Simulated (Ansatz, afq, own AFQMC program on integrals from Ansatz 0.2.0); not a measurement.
Integrals from Ansatz 0.2.0, then the random walk in our own AFQMC program (afq).

```yaml
crystal:
  periodic: [false, false, false]
  atoms:
    - {symbol: O, position_ang: [0.352213, 1.048106, 1.219509]}
    - {symbol: Ti, position_ang: [0.004758, 0.042520, 0.066319]}
    - {symbol: Cl, position_ang: [1.143217, -1.859011, 0.104392]}
    - {symbol: Cl, position_ang: [-1.500187, 0.768385, -1.390220]}
basis:
  gaussian: {orbitals: def2-TZVP}
magnetization: {spin_polarized: true, initial_magnetization: 2}
correlation: {method: ccsd_t, electrons: outside_noble_gas, hamiltonian_folder: ham}
```

```sh
$ ansatz run in.yaml --threads 1 --pin off --events-out ev --progress --plain --max-ram 24576MiB --backend cuda --devices 0, --max-vram 18GiB
```

Options of the walk:

```
--method phaseless --trial cisd --walkers 500 --populations 10 --least-time 60 --time-step 0.005 --steps-per-block 50 --equilibration-blocks 40 --max-blocks 4000 --target-error 0.0003 --factor-cut 1e-05 --start spin_pure --seed 1479 --release-times 0.24,0.48,0.8,1.2 --release-step 0.04 --release-every 5 --taylor-order 6
```

Times are imaginary, in 1/Eh. The walk had a cap of 486 s. With eight or more populations the least sampling time is a fifth of least-time, and the error comes from their spread.

afq prints:

```
orbitals 130  electrons 13 11  factors 980 of 1032
reference energy -1842.42921944 Eh
CCSD correlation -0.69433925 Eh in 20 cycles, weight of the determinant in the CISD state 0.7421
energy of the start -1843.123422 Eh
 block  time / (1/Eh)  mean weight  energy / Eh
     1     0.250  0.9972  -1843.101644
     2     0.500  0.9988  -1843.114626
     3     0.750  0.9997  -1843.125400
     4     1.000  0.9985  -1843.138719
     5     1.250  1.0001  -1843.144706
     8     2.000  1.0013  -1843.150107
    19     4.750  0.9992  -1843.157018
    46    11.500  0.9994  -1843.173224
    73    18.250  1.0018  -1843.160609
   100    25.000  0.9992  -1843.160708
   118    29.500  1.0010  -1843.152086
   127    31.750  1.0008  -1843.182023
   154    38.500  1.0015  -1843.165682
   181    45.250  0.9992  -1843.174409
   208    52.000  1.0006  -1843.157178
   235    58.750  0.9995  -1843.153090
   262    65.500  0.9988  -1843.164432
   289    72.250  1.0025  -1843.157253
   316    79.000  0.9993  -1843.160531
   343    85.750  0.9986  -1843.174212
   370    92.500  0.9983  -1843.167941
error from the spread of 10 populations
released: time / (1/Eh)  energy / Eh  error  mean overlap
  0.24  -1843.169018  0.001024  0.9900
  0.48  -1843.169284  0.001002  0.9860
  0.80  -1843.170880  0.002072  0.9719
  1.20  -1843.206088  0.035979  0.9862
energy -1843.166035 +/- 0.000670 Eh
(rows thinned)
```

The run passed its tests (sampling time, drift between the halves within three errors, error under three times the target), which doesn't prove that it has relaxed, ending at its cap on processor time. The second half of the sampling lies below the first by 2.0 errors of their difference, so the energy may still be moving and its error bar be too small.

Against this walk (error 18.2 meV) on the same determinant: CCSD(T) 190.3 meV higher. The error is statistical and leaves out the bias of the constraint. None of these is a sure reference here. The released energies get too noisy after the second time (errors over twice the walk's own, or jumping) (meV from the phaseless value at times in 1/Eh: -81 ± 28 at 0.24, -88 ± 27 at 0.48, -132 ± 56 at 0.80, -1090 ± 979 at 1.20), so they give no level.

Cautions: constraint bias not in the error; error above the target (18.2 against 8.2 meV); no relativity below Rb; outer-core shells of the metal frozen; another spin lies lower.

The walk took 8.1 min on 1 × NVIDIA H100 80GB HBM3 with 2 threads of AMD EPYC 7R13 Processor (Zen 3) (shared host) (the card was shared). The log's last line is the phaseless energy.
